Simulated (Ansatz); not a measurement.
Mulliken charges of C$_{4}$H$_{2}$N (`[CH2]C#CC#N`) radical from ωB97M-V/def2-TZVPP in Ansatz (PBE0-D4/def2-TZVP geometry).

```tsv
atom	x (Å)	y (Å)	z (Å)	charge (e)
C1	-0.701	1.015	1.158	-0.168
C2	-0.143	0.207	0.236	-0.022
C3	0.367	-0.533	-0.607	0.060
C4	0.927	-1.344	-1.532	-0.144
N5	1.409	-2.041	-2.326	-0.015
H6	-1.609	0.724	1.672	0.145
H7	-0.251	1.971	1.400	0.145
```

**Question.** By hand: the dipole of these point charges (1 e Å = 4.8032 D).

**Answer.** Σ q r = (-0.281, 0.408, 0.465) e Å, of length 0.679 e Å = 3.26 D.

**Question.** How does the dipole of the full density compare? (Best estimate.)

**Answer.** Ansatz gave: (-0.394, 0.571, 0.650) e Å, 4.57 D; the point charges give 0.71 times that, at 0° from its direction.

Point charges leave out the atoms' own dipoles, such as those of lone pairs, and Mulliken's split depends on the basis, so the two needn't agree.
